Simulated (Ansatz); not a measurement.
Predict the output of the script below (the Ansatz DFT code, driven from Python).

Input file `bclh4si.xyz`:
```text
7

Si   -0.61317    0.47656   -0.27237
B     0.86071   -0.57118    0.52980
Cl    1.55591   -1.86025   -0.32512
H    -1.79858   -0.34572   -0.55233
H    -0.23821    1.08915   -1.55406
H    -1.08129    1.57801    0.57698
H     1.31462   -0.36656    1.59710
```

The script, `run_relaxed_scan.py`:
```python
'''One bond of BClH4Si held at set lengths while the rest relaxes.'''

import warnings

import ansatz
import numpy as np


def main() -> None:
    warnings.simplefilter('ignore', ansatz.DeckWarning)

    bclh4si = ansatz.Crystal.molecule_from_extxyz('bclh4si.xyz')

    base = (
        bclh4si.calculation()
        .basis(gaussian='def2-SVP')
        .functional('b3lyp')
    )
    symbols = [site.symbol for site in bclh4si.cartesian_sites]
    pairs = [(0, 1), (0, 3), (0, 4), (0, 5), (1, 2), (1, 6)]
    print('held (A)   E (eV)        ', '  '.join(f'{symbols[i]}{i}-{symbols[j]}{j}' for i, j in pairs))
    for length in [1.35, 1.47, 1.59, 1.76, 1.98]:
        data = base.relax(constraints=[ansatz.DistanceConstraint((0, 4), at=length)], force_tolerance=0.02, max_steps=60).run().report
        xyz = np.array(data['positions_ang'])
        print(f'{length:6.2f} {data["free_energy_ev"]:14.5f}  ', '  '.join(f'{np.linalg.norm(xyz[i] - xyz[j]):.3f}' for i, j in pairs))


if __name__ == '__main__':
    main()
```

```console
$ python run_relaxed_scan.py
held (A)   E (eV)         Si0-B1  Si0-H3  Si0-H4  Si0-H5  B1-Cl2  B1-H6
  1.35   -21135.89847   2.028  1.499  1.350  1.498  1.755  1.205
  1.47   -21136.10867   2.031  1.496  1.470  1.493  1.756  1.204
  1.59   -21136.05638   2.024  1.492  1.590  1.494  1.754  1.206
  1.76   -21135.71491   2.020  1.490  1.760  1.492  1.753  1.204
  1.98   -21135.08385   2.012  1.488  1.980  1.489  1.753  1.204
```

Notes:
- Total energies depend on the basis set; only differences at equal settings carry meaning.
- The energies are electronic: no zero-point or thermal terms, and the basis set is short of its limit.
- b3lyp holds the VWN-RPA fit, as in Gaussian; the form of ORCA and Turbomole is b3lyp5.
- The script silences the warnings on its input, which a real study should read.
- Timing: 2.9 min on 1 thread of Arm Neoverse V1 (shared host), peak memory 0.21 GiB.
